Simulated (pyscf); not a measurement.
Four-centre exchange: H₃C–O–SiH•–OH + hydrogen (H₂) -> H₃C–O–SiH₂• + water (H₂O)

Gas phase, doublet surface, charge 0. Bonds broken: Si3–O10, H7–H8. Bonds formed: Si3–H8, H7–O10. Optimised with ωB97X-D3(BJ)/def2-SVP in PySCF.

Transition state (Å):

```xyz
11

C      1.0506    -0.3419    -0.4495
O     -0.3120    -0.5665    -0.1751
Si    -1.3785     0.5679     0.4501
H      1.2150    -0.2537    -1.5370
H      1.4241     0.5784     0.0354
H      1.6428    -1.1946    -0.0783
H     -2.2332    -0.4334     1.7087
H     -1.6534     0.2197     2.1743
H     -0.4032     1.6358     0.9585
O     -2.7161    -0.7607     0.5663
H     -2.3668    -1.5860     0.1908
```

One imaginary mode, 1400i cm⁻¹; descent along it reached the two sides named, in the forms told below.

```json
[
 {"bond": "Si3–O10", "change": "breaks", "reactant side (Å)": "1.667", "saddle": "1.889", "product side": "2.9"},
 {"bond": "H7–H8", "change": "breaks", "reactant side (Å)": "0.762", "saddle": "0.990", "product side": "2.8"},
 {"bond": "Si3–H8", "change": "forms", "reactant side (Å)": "4.1", "saddle": "1.780", "product side": "1.493"},
 {"bond": "H7–O10", "change": "forms", "reactant side (Å)": "2.474", "saddle": "1.283", "product side": "0.965"}
]
```

Electronic energies relative to the separated reactants (eV):

| level | barrier | reaction energy | reverse barrier |
|---|---|---|---|
| ωB97X-D3(BJ)/def2-TZVP | 2.25 | +0.87 | 1.38 |
| PBE/def2-TZVP | 1.90 | +0.83 | 1.07 |
| r²SCAN/def2-TZVP | 2.07 | +0.93 | 1.14 |
| B3LYP-D3(BJ)/def2-TZVP | 2.23 | +0.88 | 1.35 |
| PBE0-D3(BJ)/def2-TZVP | 2.03 | +0.81 | 1.23 |
| M06-2X/def2-TZVP | 2.29 | +0.98 | 1.32 |
| ωB97M-D3(BJ)/def2-TZVP | 2.18 | +0.85 | 1.33 |
| HF/def2-TZVP | 3.02 | +0.77 | 2.24 |

With ωB97M-D3(BJ)/def2-TZVP energies and thermal terms (ideal gas, 1 atm, RRHO with modes under 100 cm⁻¹ raised to 100, one conformer, R ln 2 for rigid chiral ones), in eV:

```tsv
T (K)	ΔH‡	ΔG‡	ΔH	ΔG
298	2.21	2.61	+0.96	+0.88
600	2.17	3.04	+0.92	+0.82
900	2.16	3.48	+0.88	+0.77
1200	2.17	3.92	+0.85	+0.74
```

On the product side the descent ends in a complex, 0.18 eV under the separated species and 1.56 eV under the saddle at ωB97X-D3(BJ)/def2-TZVP. At the saddle there is also a short H–Si contact that neither side keeps. The same reactants have a lower exit, to CH₃• + O=SiH–OH + H₂ (no saddle counted: cutting one bond, which may have a small barrier of its own, costs +1.11 eV at ωB97M-D3(BJ), against +2.18 eV here). H₃C–O–SiH•–OH lies 1.07 eV over its isomer H₃C–Si•(OH)–OH, and others may lie lower still (electronic energy, ωB97M-D3(BJ)). One saddle was located; it need not be the lowest between these sides.
